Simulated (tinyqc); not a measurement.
Worked calculation: FCI on RHF in the sto-6g basis, frozen core, for HF, spin multiplicity 1. One step of it, computed by the program tinyqc.

Question. FCI: determinants and Hamiltonian. Slater-Condon rules over spin orbitals, with the nuclear repulsion and the energy of the frozen orbital added and E(HF) subtracted on the diagonal. Only determinants linked to the reference directly or through others are kept (one block of an abelian symmetry group), so some states are absent.

one-electron integrals dressed by the frozen orbital, h + 2 (pq|11) - (p1|1q) (hartree), lower triangle:
```
           2          3          4          5          6
2  -6.891840
3   0.280848  -5.772814
4   0.000000   0.000000  -6.274390
5   0.000000   0.000000   0.000000  -6.274390
6   0.783850   1.098924   0.000000   0.000000  -4.370199
```

energy of the frozen orbital, 2 h_11 + (11|11) = -76.64483261 hartree

Two-electron integrals over orbitals (pq|rs), unique and non-zero (hartree); the lowest 1 orbital is frozen and left out:
```
(22|22) 0.861938    (32|22) -0.008603   (32|32) 0.158769    (33|22) 0.768420
(33|32) -0.058181   (33|33) 0.795618    (42|42) 0.179090    (43|42) -0.045207
(43|43) 0.051520    (44|22) 0.878010    (44|32) -0.076120   (44|33) 0.774262
(44|44) 0.998085    (52|52) 0.179090    (53|52) -0.045207   (53|53) 0.051520
(54|54) 0.053789    (55|22) 0.878010    (55|32) -0.076120   (55|33) 0.774262
(55|44) 0.890506    (55|55) 0.998085    (62|22) -0.138881   (62|32) -0.038118
(62|33) -0.046478   (62|44) -0.137459   (62|55) -0.137459   (62|62) 0.099763
(63|22) -0.149365   (63|32) 0.092588    (63|33) -0.130296   (63|44) -0.183165
(63|55) -0.183165   (63|62) 0.060244    (63|63) 0.162347    (64|42) -0.045207
(64|43) -0.012322   (64|64) 0.032132    (65|52) -0.045207   (65|53) -0.012322
(65|65) 0.032132    (66|22) 0.693224    (66|32) 0.076204    (66|33) 0.671351
(66|44) 0.656336    (66|55) 0.656336    (66|62) -0.069922   (66|63) -0.010045
(66|66) 0.721835
```

nuclear repulsion = 5.41819670 hartree

Hartree-Fock energy = -99.49345600 hartree

Give: determinants; H - E(HF) between determinants.

Answer.

Occupation strings over the orbitals (2 doubly, a alpha, b beta, 0 empty; spin orbitals ordered 1a 1b 2a 2b ...): 222220 22a22b 2a222b 22b22a 2b222a 222202 222022 220222 2ab222 2ba222 202222

H - E(HF) between determinants (hartree), lower triangle:
```
         222220   22a22b   2a222b   22b22a   2b222a   222202   222022   220222
222220   0.0000
22a22b   0.0000   0.7540
2a222b   0.0000  -0.0160   1.5624
22b22a   0.0000  -0.1623  -0.0602   0.7540
2b222a   0.0000  -0.0602  -0.0998  -0.0160   1.5624
222202   0.0321   0.0123   0.0452  -0.0123  -0.0452   1.4250
222022   0.0321   0.0123   0.0452  -0.0123  -0.0452   0.0538   1.4250
220222   0.1623   0.1203  -0.0926  -0.1203   0.0926   0.0515   0.0515   1.6828
2ab222  -0.0602   0.0926  -0.1393  -0.0234   0.0381   0.0452   0.0452   0.1503
2ba222   0.0602  -0.0234   0.0381   0.0926  -0.1393  -0.0452  -0.0452  -0.1503
202222   0.0998   0.0381   0.0690  -0.0381  -0.0690   0.1791   0.1791   0.1588

         2ab222   2ba222  202222
2ab222   2.4421
2ba222  -0.1588   2.4421
202222   0.1008  -0.1008  3.3222
```
